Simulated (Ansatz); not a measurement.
**Cs₂SnI₆ (Fm-3m, No. 225)**

Computed with PBE-D3(BJ) in Ansatz (PAW).

Run with plane-wave cutoff 520 eV, 6×6×6 k mesh, Fermi–Dirac smearing 0.01 eV, scalar-relativistic PAW data made under PBE.

Cell (relaxed at this level):

Space group Fm-3m (No. 225); a = b = c = 11.6404 Å, α = β = γ = 90.00°

| atom | site | symmetry | x | y | z |
|---|---|---|---|---|---|
| Cs | 8c | -43m | 0.2500 | 0.2500 | 0.2500 |
| Sn | 4a | m-3m | 0.0000 | 0.0000 | 0.0000 |
| I | 24e | 4m.m | 0.0000 | 0.0000 | 0.2486 |
(The calculation used a cell of 9 atoms; values per cell refer to that cell.)

```
Item                  Result
------------------  --------
lattice constant a  11.640 Å
```

Spin–orbit coupling is not included.

Computed values are for the static lattice.

It cost around 4 core-minutes (rough) of CPU time.

Ansatz is a first-principles code.
